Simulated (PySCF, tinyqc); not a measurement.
Inside a calculation (part 2 of 2). Method: RKS/PBE in the sto-3g basis, for LiH, spin multiplicity 1. The lowest restricted solution is unstable here: a spin-polarised one lies 0.0083 hartree lower (PySCF). Computed by tinyqc, a small Python program that keeps every step (integrals from PySCF). Command: `OMP_NUM_THREADS=1 python tinyqc.py 29604 29605 out.jsonl` (the two numbers bound the seeds that draw the settings). One thread of a shared host (Intel(R) Xeon(R) Processor @ 2.60GHz), about 0.9 s of CPU time with the checks.

Geometry (angstrom):
```
atom         x         y         z
Li    0.000000  0.000000  0.000000
H     0.000000  0.000000  3.037000
```

## Convergence

Stop when the energy changes by less than 1e-08 hartree and every element of the error matrix X^T (F D S - S D F) X is below 3e-05.

Course of the cycle:
```
iteration  E (hartree)     change  largest element of the error matrix
1          -7.79677652          -                             5.09e-02
2          -7.73317990   6.36e-02                             1.59e-01
3          -7.76666121  -3.35e-02                             1.28e-01
4          -7.74047406   2.62e-02                             1.48e-01
5          -7.73732014   3.15e-03                             1.49e-01
6          -7.80983000  -7.25e-02                             5.69e-02
7          -7.81684047  -7.01e-03                             1.33e-02
8          -7.81716796  -3.27e-04                             4.61e-03
9          -7.81721645  -4.85e-05                             6.24e-04
10         -7.81721738  -9.22e-07                             6.82e-05
11         -7.81721739  -1.11e-08                             2.91e-06
12         -7.81721739  -1.98e-11                             9.14e-08
```

PySCF RKS in the same basis, fine grid = -7.81269453 hartree

Converged in 12 iterations. The coarse grid moves the energy by -4.52e-03 hartree.

## Populations, bond orders and dipole

D after iteration 12, order 1Li 1s, 1Li 2s, 1Li 2px, 1Li 2py, 1Li 2pz, 2H 1s:
$$\begin{pmatrix}
2.012517 & -0.126058 & 0.000000 & 0.000000 & -0.073661 & -0.251361 \\
-0.126058 & 0.781627 & 0.000000 & 0.000000 & 0.235209 & 0.836775 \\
0.000000 & 0.000000 & 0.000000 & 0.000000 & 0.000000 & 0.000000 \\
0.000000 & 0.000000 & 0.000000 & 0.000000 & 0.000000 & 0.000000 \\
-0.073661 & 0.235209 & 0.000000 & 0.000000 & 0.071420 & 0.253891 \\
-0.251361 & 0.836775 & 0.000000 & 0.000000 & 0.253891 & 0.902616
\end{pmatrix}$$

overlap S, order 1Li 1s, 1Li 2s, 1Li 2px, 1Li 2py, 1Li 2pz, 2H 1s:
$$\begin{pmatrix}
1.000000 & 0.241137 & 0.000000 & 0.000000 & 0.000000 & 0.001741 \\
0.241137 & 1.000000 & 0.000000 & 0.000000 & 0.000000 & 0.118990 \\
0.000000 & 0.000000 & 1.000000 & 0.000000 & 0.000000 & 0.000000 \\
0.000000 & 0.000000 & 0.000000 & 1.000000 & 0.000000 & 0.000000 \\
0.000000 & 0.000000 & 0.000000 & 0.000000 & 1.000000 & 0.185815 \\
0.001741 & 0.118990 & 0.000000 & 0.000000 & 0.185815 & 1.000000
\end{pmatrix}$$

Mulliken: Z minus the diagonal of D S on the atom; Loewdin: the same with S^(1/2) D S^(1/2); Mayer order: 2 sum_s sum (D(s) S)_ij (D(s) S)_ji over the two atoms.

Charges (e):
```
atom   Mulliken    Loewdin
1Li    0.048923   0.046478
2H    -0.048923  -0.046478
```

Mayer bond orders:
```
pair     order
2-1   0.997607
```

dipole moment about the origin, x y z (debye): [0.000000, 0.000000, -4.128695]
